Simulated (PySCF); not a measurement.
All values below come from PySCF with B3LYP-D3(BJ)/def2-TZVP. All species are isolated molecules in the gas phase. B3LYP has the VWN-RPA correlation part, as in Gaussian. 

Reference species (SMILES): `C` (neutral, multiplicity 1).

The dipole moment is 0.00 D.

Changed species: `FCF` (whole molecule; the reference has whole molecule).

Task: Give the shifts of the dipole moment.

Result: the dipole moment increases by 1.93 D, to 1.93 D.
